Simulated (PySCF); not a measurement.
# How good is the calculation?

Geometry:
| atom | x (Å) | y (Å) | z (Å) |
| --- | --- | --- | --- |
| C1 | -0.978 | -0.371 | 0.815 |
| C2 | -0.633 | 0.397 | -0.208 |
| N3 | 0.614 | 0.452 | -0.767 |
| C4 | 1.736 | 0.053 | -0.751 |
| O5 | 2.856 | -0.200 | -0.904 |
| H6 | -1.982 | -0.356 | 1.196 |
| H7 | -0.275 | -1.029 | 1.296 |
| H8 | -1.327 | 1.063 | -0.702 |

Measured values that the calculation should reproduce: δ 1H H8 6.12; H7 5.01; H6 4.77 ppm (measured; solution, not stated per compound (mostly CDCl3 or CCl4); Pretsch, Buehlmann, Badertscher, Structure Determination of Organic Compounds, 4th ed. (2009)). Coupling constants: 3J(H8,H6) (cis) 7.6 Hz, 3J(H8,H7) (trans) 15.2 Hz, 2J(H6,H7) -0.1 Hz.

[PySCF: GIAO PBE0/pcSseg-1 shieldings; couplings computed with B3LYP/pcJ-1; coordinates at the GFN2-xTB level; single conformer; relativity neglected; no solvent]

Q: Set the calculated values beside the experiment.

A: 
Reference values: measured (solution, not stated per compound (mostly CDCl3 or CCl4); Pretsch, Buehlmann, Badertscher, Structure Determination of Organic Compounds, 4th ed. (2009)).
```csv
atoms,quantity,reference,computed,"computed, scaled"
H8,δ 1H,6.12,5.65,5.42
H7,δ 1H,5.01,5.35,5.13
H6,δ 1H,4.77,5.37,5.16
```

Computed shifts are σ(ref) − σ with the named reference compound (TMS for H and C) calculated as an isolated molecule at the same level. The measured values may be among those fitted. Expected solution values come from regression of measured δ (H and C: mostly CDCl3, vs TMS) on computed σ: 1H (scatter 0.17 ppm rms, 0.18 ppm with the 4 outliers that the fit left out). Occasional misses reach two or three times the rms, and more in compound classes unlike the fitted ones.

Coupling constants in Hz:
```tsv
coupling	reference	computed	source
3J(H8,H6) cis	7.6	9.2	measured; solution (compiled); Pretsch, Buehlmann, Badertscher, Structure Determination of Organic Compounds, 4th ed., Springer 2009
3J(H8,H7) trans	15.2	16.5	measured; solution (compiled); Pretsch, Buehlmann, Badertscher, Structure Determination of Organic Compounds, 4th ed., Springer 2009
2J(H6,H7)	-0.1	-1.5	measured; solution (compiled); Pretsch, Buehlmann, Badertscher, Structure Determination of Organic Compounds, 4th ed., Springer 2009
```

Q: How far are the unscaled 1H shifts from the references?

A: Mean signed difference +0.16 ppm, mean absolute 0.47 ppm over 3 comparisons; the largest is +0.60 ppm at H6 (hydrogen on a terminal =CH2 carbon).

Unscaled 3J(H,H) at this level run about 10 % above measured values.
